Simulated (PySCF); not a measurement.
ammonia (H₃N), SMILES N. Atoms are numbered in the order given.

```xyz
4

N      0.0000     0.0000     0.1137
H     -0.8137    -0.4698    -0.2653
H      0.0000     0.9396    -0.2653
H      0.8137    -0.4698    -0.2653
```

Geometry: PBE0-D3(BJ)/def2-TZVPD.

All values below come from B3LYP/pcJ-2 (PySCF).

Isotropic couplings with Fermi-contact, spin-dipole and both spin-orbit terms, one fixed conformer, no vibrational averaging. Isotopes: 14N, 1H.

| pair | bonds apart | J (Hz) |
|---|---|---|
| N1–H2 | 1 | 45.3 |
| N1–H3 | 1 | 45.3 |
| N1–H4 | 1 | 45.3 |
| H2–H3 | 2 | [?] |
| H2–H4 | 2 | [?] |
| H3–H4 | 2 | [?] |

Q: What belongs in the gaps? (The exact figures need the calculation; the answer reports its results.)

A: 
- H2–H3, J (Hz): -9.8
- H2–H4, J (Hz): -9.8
- H3–H4, J (Hz): -9.8
